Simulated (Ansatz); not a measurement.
Cost and result for the atomization energy of `[SiH2][SiH3]` radical (7 atoms, 6 bonds).

Charge 0, multiplicity 2. Geometry: relaxed with PBE0-D4/def2-TZVP. Program: Ansatz. All runs use 2 threads of a server CPU on a shared host. Times are those of one run each, without the atoms' runs, and a repeat can differ threefold. Electronic energies, without spin–orbit coupling; frozen cores. CCSD(T)/CBS adds CCSD(T) − MP2 in def2-TZVPP to the MP2 limit, and its time is that of the two runs behind it. T1 = 0.015; ⟨S²⟩ of the reference is 0.76. B3LYP takes the VWN-RPA correlation (the form of Gaussian; ORCA's B3LYP/G). HSE06 is the plane-wave form, built on full-range PBE exchange.

CCSD(T)/CBS is a level of theory with its own doubt, some kJ/mol a heavy atom from the limit and from the frozen cores, so smaller differences don't rank the functionals.

| level | functions | wall time | atomization (kcal/mol) | difference from CCSD(T)/CBS | per bond |
| --- | --- | --- | --- | --- | --- |
| LDA (SPW92)/def2-TZVPP | 154 | 1.8 s | 482.8 | 40.0 | 6.7 |
| CCSD(T)/def2-SVP | 61 | 1.9 s | 413.1 | -29.7 | -5.0 |
| revPBE-D4/def2-TZVPP | 154 | 3.5 s | 432.5 | -10.3 | -1.7 |
| PBE-D4/def2-TZVPP (with forces) | 154 | 3.9 s | 435.9 | -6.9 | -1.2 |
| PBE0-D4/def2-TZVPP | 154 | 4.6 s | 437.0 | -5.8 | -1.0 |
| HSE06-D4/def2-TZVPP | 154 | 4.7 s | 437.1 | -5.7 | -0.9 |
| CAM-B3LYP-D4/def2-TZVPP | 154 | 4.9 s | 444.5 | 1.7 | 0.3 |
| B3LYP-D4/def2-TZVPP (with forces) | 154 | 5.5 s | 443.9 | 1.1 | 0.2 |
| PBE-QIDH/def2-TZVPP | 154 | 6 s | 435.9 | -6.9 | -1.1 |
| r2SCAN-D4/def2-TZVPP (with forces) | 154 | 9 s | 445.1 | 2.3 | 0.4 |
| MP2/def2-QZVPP | 290 | 17 s | 429.6 | -13.2 | -2.2 |
| CCSD(T)/def2-TZVPP | 154 | 49 s | 432.4 | -10.4 | -1.7 |
| CCSD(T)/CBS(def2) | – | 65 s | 442.8 | 0.0 | 0.0 |

Leaving LDA and LC-ωPBE aside and taking each functional with its dispersion term where it has one, the values, not all of them listed here, spread over 15.1 kcal/mol, from revPBE-D4 to B97M-V. LDA lies +49.8 kcal/mol from PBE without D4, its usual overbinding. In def2-TZVPP, CCSD(T) changes the Hartree–Fock value by +88.6 kcal/mol (the triples alone add +2.6 kcal/mol) and MP2 by +79.5 kcal/mol; breaking electron pairs costs correlation energy, which Hartree–Fock lacks. From PBE to PBE0 (25 % exact exchange), in def2-TZVPP and without D4, the atomization energy moves by +1.6 kcal/mol.
